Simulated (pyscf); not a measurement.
## Four-centre exchange: H₂N–SiH₂–F (SMILES N[SiH2]F) + H₂O (SMILES O) → H₂N–SiH(OH)–F (SMILES N[SiH](O)F) + H₂ (SMILES [H][H])

Gas phase, singlet surface, charge 0. Bonds broken: Si2–H6, O8–H9. Bonds formed: Si2–O8, H6–H9. Optimised with ωB97X-D3(BJ)/def2-SVP in PySCF.

Transition state (Å):

```xyz
10

N     -2.0689    -0.2668     0.9321
Si    -0.4965     0.0143     0.2966
F      0.3970    -1.2511    -0.1971
H     -2.8243    -0.7102     0.4205
H     -2.1828    -0.3555     1.9359
H      0.3839     1.3818    -0.4376
H      0.1574     0.4674     1.5566
O     -1.1811     0.3329    -1.4289
H     -0.2891     1.1251    -1.1766
H     -2.0406     0.7786    -1.4143
```

One imaginary mode, 1435i cm⁻¹; descent along it reached the two sides named, in the forms told below.

```csv
bond,change,reactant side (Å),saddle,product side
Si2–H6,breaks,1.492,1.784,4.1
O8–H9,breaks,0.966,1.219,2.478
Si2–O8,forms,3.6,1.883,1.657
H6–H9,forms,2.9,1.032,0.761
```

Electronic energies relative to the separated reactants (kJ/mol):

```
level                   barrier  reaction energy  reverse barrier
----------------------  -------  ---------------  ---------------
ωB97X-D3(BJ)/def2-TZVP    137.2            -98.7            236.0
PBE/def2-TZVP             114.2            -91.7            205.9
r²SCAN/def2-TZVP          115.2           -105.8            221.0
B3LYP-D3(BJ)/def2-TZVP    137.0            -98.8            235.8
PBE0-D3(BJ)/def2-TZVP     124.8            -93.4            218.3
M06-2X/def2-TZVP          135.3           -111.1            246.4
ωB97M-D3(BJ)/def2-TZVP    134.7            -98.3            233.1
HF/def2-TZVP              218.3            -93.0            311.3
```

With ωB97M-D3(BJ)/def2-TZVP energies and thermal terms (ideal gas, 1 atm, RRHO with modes under 100 cm⁻¹ raised to 100, one conformer, R ln 2 for chiral ones without a mode under 150 cm⁻¹), in kJ/mol:

| T (K) | ΔH‡ | ΔG‡ | ΔH | ΔG |
|---|---|---|---|---|
| 298 | 127.7 | 174.8 | -110.5 | -103.4 |
| 600 | 127.8 | 222.8 | -105.7 | -98.2 |
| 900 | 130.4 | 269.9 | -101.6 | -95.4 |
| 1200 | 133.9 | 315.8 | -98.4 | -93.8 |

On the reactant side the descent ends in a complex (not fully relaxed), 19.6 kJ/mol under the separated species and 156.9 kJ/mol under the saddle at ωB97X-D3(BJ)/def2-TZVP. At the saddle there is also a short H–Si contact that neither side keeps. The same reactants have a lower exit, to HO–SiH₂–F + NH₃ (barrier +58.0 kJ/mol at ωB97M-D3(BJ)/def2-TZVP, against +134.7 kJ/mol here). This is the saddle that the search found; another between the same sides may lie lower.
